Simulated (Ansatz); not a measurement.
The input, for Ansatz 0.2.0:

```yaml
crystal:
  periodic: [false, false, false]
  atoms:
    - {symbol: B, position_ang: [0.000000, 0.000000, 0.668909]}
    - {symbol: O, position_ang: [0.000000, 0.000000, -0.612266]}
    - {symbol: H, position_ang: [0.000000, 1.050271, 1.272063]}
    - {symbol: H, position_ang: [0.000000, -1.050271, 1.272063]}
basis:
  gaussian: {orbitals: cc-pVTZ}
total_charge: 1
magnetization: {spin_polarized: true, initial_magnetization: 2}
hamiltonian: {xc: {name: BLYP}}
```

```sh
$ ansatz run in.yaml --threads 2 --pin off --events-out ev --progress --plain --max-ram 15360MiB --backend cuda --devices 0, --max-vram 18GiB
```

Question: Roughly how long does this take on 2 threads of AMD EPYC 7R13 with a shared H100 80 GB, shared host, and how much host memory?

Answer: 7 s wall and 0.77 GiB.

```
499 factors; their error is unknown
mean field evaluation 1: about -2713.1116 eV, gradient 8.7e1 eV
mean field evaluation 2: about -2491.9383 eV, gradient 1.6e2 eV
mean field evaluation 4: about -2735.1756 eV, gradient 3.9e1 eV
mean field evaluation 8: about -2742.3170 eV, gradient 2.4e-1 eV
mean field evaluation 16: about -2742.2998 eV, gradient 6.1e-5 eV
mean field evaluation 32: about -2740.7642 eV, gradient 1.1e1 eV
mean field evaluation 64: about -2741.4697 eV, gradient 1.4e0 eV
mean field -2742.29978484 eV, -100.7776582953 hartree, gradient 5.3e-6 eV, S^2 2.005246; 8 other end points of the search recorded, 0 dependent functions left out
reference -2742.30000482 eV, -100.7776663795 hartree; 8, 6 occupied and 80, 82 virtual orbitals, 499 factors
Total energy: -2742.30000482 eV, -100.7776663795 hartree
```
